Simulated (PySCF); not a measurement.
# C2H4S: the cost of one run

Computed with PySCF 2.14.0. Level: levels as typed in each script, gas phase, geometry from GFN2-xTB.

### Step 1. The starting structure

SMILES `C1SC1`, 7 atoms, charge 0, spin multiplicity 1.

Bond lengths: C1–S2 1.799 Å, C1–C3 1.480 Å, C1–H4 1.081 Å, C1–H5 1.081 Å, S2–C3 1.799 Å, C3–H6 1.081 Å, C3–H7 1.081 Å. Angles: S2–C1–C3 65.7°, S2–C1–H4 115.0°, S2–C1–H5 115.1°, C3–C1–H4 118.7°, C3–C1–H5 118.7°, H4–C1–H5 114.6°, C1–S2–C3 48.6°, C1–C3–S2 65.7°, C1–C3–H6 118.7°, C1–C3–H7 118.7°, S2–C3–H6 115.0°, S2–C3–H7 115.0°, H6–C3–H7 114.5°.

Geometry (Å):

```xyz
7
C2H4S
C     0.7866   -0.7401    0.0000
S    -0.8535    0.0000    0.0000
C     0.7866    0.7400    0.0000
H     1.0542   -1.2598    0.9098
H     1.0545   -1.2596   -0.9098
H     1.0540    1.2600    0.9098
H     1.0543    1.2598   -0.9098
```

### Step 2. Density, bond paths and surface potential (HF/cc-pvdz)

Input file input.py:

```python
import numpy as np
from pyscf import gto, scf, dft
from pyscf.scf import atom_ks, atom_hf
from scipy.linalg import block_diag

def solve(mol, dm0=None, hcore=None):
    mf = scf.UHF(mol) if mol.spin else scf.RHF(mol)
    mf = mf.density_fit(auxbasis='def2-universal-jkfit')
    mf.conv_tol, mf.max_cycle = 1e-8, 80
    if hcore is not None:
        mf.get_hcore = lambda *args: hcore
    mf.kernel(dm0)
    if not mf.converged:
        mf = mf.newton().run(mf.mo_coeff, mf.mo_occ, max_cycle=30)
    assert mf.converged, 'SCF not converged'
    return mf

mol = gto.M(atom='''
C      0.78657    -0.74008     0.00002
S     -0.85350    -0.00001    -0.00002
C      0.78659     0.74005     0.00002
H      1.05422    -1.25982     0.90983
H      1.05450    -1.25961    -0.90978
H      1.05402     1.25999     0.90983
H      1.05431     1.25978    -0.90978
''', basis='cc-pvdz', charge=0, spin=0, verbose=4)
mf = solve(mol)
mf.analyze()
# spherically averaged free atoms, for the promolecule
atm = scf.atom_hf.get_atm_nrhf(mol)
pro = block_diag(*[(atm[a[0]][2] * atm[a[0]][3]) @ atm[a[0]][2].T for a in mol._atom])
np.savez('result.npz', e=mf.e_tot, c=mf.mo_coeff, occ=mf.mo_occ, eps=mf.mo_energy, pro=pro, dip=mf.dip_moment(verbose=0), s2=mf.spin_square()[0])
```

Launch:

```sh
> OMP_NUM_THREADS=1 python input.py
```

What time and memory should one allow on 1 thread of AMD EPYC 7R43 (Zen 3), shared host?

About 1.6 s, with a peak of 0.17 GiB.
